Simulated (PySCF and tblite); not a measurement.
Results of a calculation; reference values are marked as such.
C3H8O, numbered as in [CH3:1][CH2:2][CH2:3][OH:4].

Search: ETKDG and KDG, MMFF94s, GFN2-xTB, 90 starts; geometries at PBE0-D3(BJ)/def2-SVP. Energies: PBE0-D3(BJ)/def2-TZVP, with GFN2-xTB thermal terms (modes under about 100 cm⁻¹ blended into free rotors). Symmetry numbers and mirror images are counted. Conformers within 4 kcal/mol (GFN2-xTB free energy) were kept, 5 at most. Programs: PySCF with density fitting and tblite.

Rotational constants are equilibrium values for the commonest isotopes; dipoles come from the energy level named.

Torsions listed: C1–C2–C3–O4, C2–C3–O4–H4. Of a mirror pair one member is shown.

| conformer | shape | symmetry |
| --- | --- | --- |
| 1 | -61°, 175° | C1 (pair) |
| 2 | -62°, 67° | C1 (pair) |
| 3 | -177°, -60° | C1 (pair) |
| 4 | 58°, 62° | C1 (pair) |
| 5 | 180°, -179° | Cs |

Task: Give the rotational constants and dipole components, as needed to look for these species in a jet-cooled rotational spectrum.

Result: 
```tsv
conformer	A (MHz)	B (MHz)	C (MHz)	abs μa (D)	abs μb (D)	abs μc (D)	κ	Ic−Ia−Ib (u Å²)
1	14461	5183	4364	0.72	0.88	0.96	-0.84	-16.7
2	14343	5122	4294	1.45	0.07	0.81	-0.84	-16.2
3	26260	3791	3559	1.16	0.45	1.12	-0.98	-10.6
4	14203	5139	4348	0.61	1.03	1.09	-0.84	-17.7
5	26778	3831	3577	0.06	1.44	0.03	-0.98	-9.5
```
